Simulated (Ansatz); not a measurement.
# Counterpoise correction, worked out

The pair of H2O (SMILES O, atoms 1–3) and SiH3F (SMILES [SiH3]F, atoms 4–8), both closed shells, in one local arrangement (a lower one may exist), relaxed at PBE0-D4/def2-TZVP:

```xyz
8
angstrom
O -0.0693 -0.2553 -1.8613
H -0.9408 -0.1454 -2.2485
H 0.2637 0.6368 -1.7285
Si 0.1358 -0.0954 1.1693
F 0.5647 1.2755 0.4404
H 0.3123 0.1444 2.6239
H 1.0226 -1.1887 0.7222
H -1.2889 -0.3720 0.8825
```

Program: Ansatz 0.2.0. Basis: def2-TZVPPD. Cores are frozen in the correlated methods.

MP2 total energies in eV:

| system | geometry | basis functions | energy |
| --- | --- | --- | --- |
| pair | pair | all | -12706.34999 |
| H2O | as in the pair | all (partner as ghosts) | -2076.97833 |
| SiH3F | as in the pair | all (partner as ghosts) | -10629.25446 |
| H2O | as in the pair | its own | -2076.96921 |
| SiH3F | as in the pair | its own | -10629.24136 |
| H2O | free (PBE0-D4 minimum) | its own | -2076.96972 |
| SiH3F | free (PBE0-D4 minimum) | its own | -10629.24909 |

Q: Work out the interaction energy with and without the counterpoise correction, the superposition error, and the binding energy from the relaxed fragments.

A: Without correction: -12706.34999 − (-2076.96921) − (-10629.24136) = -0.13942 eV.
With correction (each fragment in the whole basis): -12706.34999 − (-2076.97833) − (-10629.25446) = -0.11720 eV = -2.70 kcal/mol.
The superposition error is the difference, 0.02222 eV, 16 % of the uncorrected value: each fragment borrows its partner's functions.
Deformation from the free shapes: 0.00051 eV for H2O and 0.00773 eV for SiH3F.
Binding energy from relaxed fragments: -0.11720 + 0.00051 + 0.00773 = -0.10896 eV = -2.51 kcal/mol (electronic, without zero-point energy; negative means bound). For comparison, the corrected interaction energy by CCSD(T) at an estimated basis limit (MP2 extrapolated from triple and quadruple zeta, plus CCSD(T) − MP2 in triple zeta) is -0.143 eV.

T1 diagnostic: at most 0.012.

For scale, one of the runs: CCSD(T)/def2-TZVPPD, 213 basis functions, launched by `ansatz run in.yaml --threads 4 --pin off --events-out ev --progress --plain --max-ram 9574MiB`. Hardware: 4 CPU threads of an Arm Neoverse V2, shared host. Wall time 28 s; peak host memory 3 GiB.
